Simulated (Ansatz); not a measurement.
**SiH₃Cl (singlet): wave-function methods side by side, cc-pVDZ**

Aim: climb from Hartree-Fock through coupled cluster for SiH₃Cl (singlet) at one geometry and basis, and see what each rung misses.

Program: Ansatz 0.2.0, Gaussian basis. Level of theory: cc-pVDZ, core rule «outside noble gas», up to 10 orbitals frozen. These are calculated values, not measurements.

The runs, in order: UHF; CCSD(T) on RHF; BCCD(T) on RHF; CISD; CCSDT(Q) on RHF.

16 further runs of the same task are left out: 3 for a known fault of the program, 7 that didn't finish, 6 set aside as unsound or not needed.

**1. What is computed**

The geometry is a PBE0/def2-TZVP stationary point (not a proven minimum).

5 atoms, charge 0, spin multiplicity 1.

Atoms are counted from 1 here; the program's logs count them from 0.

Bond lengths: Si1–Cl2 2.054 Å, Si1–H3 1.481 Å, Si1–H4 1.481 Å, Si1–H5 1.481 Å. Angles: Cl2–Si1–H3 108.5°, Cl2–Si1–H4 108.5°, Cl2–Si1–H5 108.5°, H3–Si1–H4 110.4°, H3–Si1–H5 110.4°, H4–Si1–H5 110.4°.

**2. UHF**

in.yaml reads:

```yaml
crystal:
  periodic: [false, false, false]
  atoms:
    - {symbol: Si, position_ang: [-1.072479, -0.007685, 0.003080]}
    - {symbol: Cl, position_ang: [0.981221, 0.007031, -0.002818]}
    - {symbol: H, position_ang: [-1.553167, 1.392849, 0.006592]}
    - {symbol: H, position_ang: [-1.534582, -0.714857, 1.219196]}
    - {symbol: H, position_ang: [-1.541592, -0.711165, -1.212494]}
basis:
  gaussian: {orbitals: cc-pVDZ}
magnetization: {spin_polarized: true, initial_magnetization: 0}
hamiltonian: {xc: hf}
output: {orbitals: {seedname: orbitals}}
```

Command:

```console
$ ansatz run in.yaml --threads 1 --pin off --events-out ev --progress --plain --max-ram 2393MiB
```

The runs that follow: CCSD(T) on RHF; BCCD(T) on RHF; CISD; CCSDT(Q) on RHF.

**Question.** What will the summary of the whole plan be? Wanted: RCCSDT(Q) below the RHF energy; RMP2 from RCCSDT(Q); RCCSD from RCCSDT(Q); RCCSD(T) from RCCSDT(Q); T1 diagnostic.

**Answer**, as computed:

| quantity | value |
| --- | --- |
| RCCSDT(Q) below the RHF energy | -7.6393 eV |
| RMP2 from RCCSDT(Q) | +1123.6 meV |
| RCCSD from RCCSDT(Q) | +172.0 meV |
| RCCSD(T) from RCCSDT(Q) | +29.4 meV |
| levels within 1 kcal/mol (43 meV) | RCCSD(T), BCCD(T), RCCSDT |
| T1 diagnostic | 0.008 |

In words: RCCSD(T) misses by +29.4 meV, 0.4 % of the correlation energy. These misses are within one basis, not against nature.
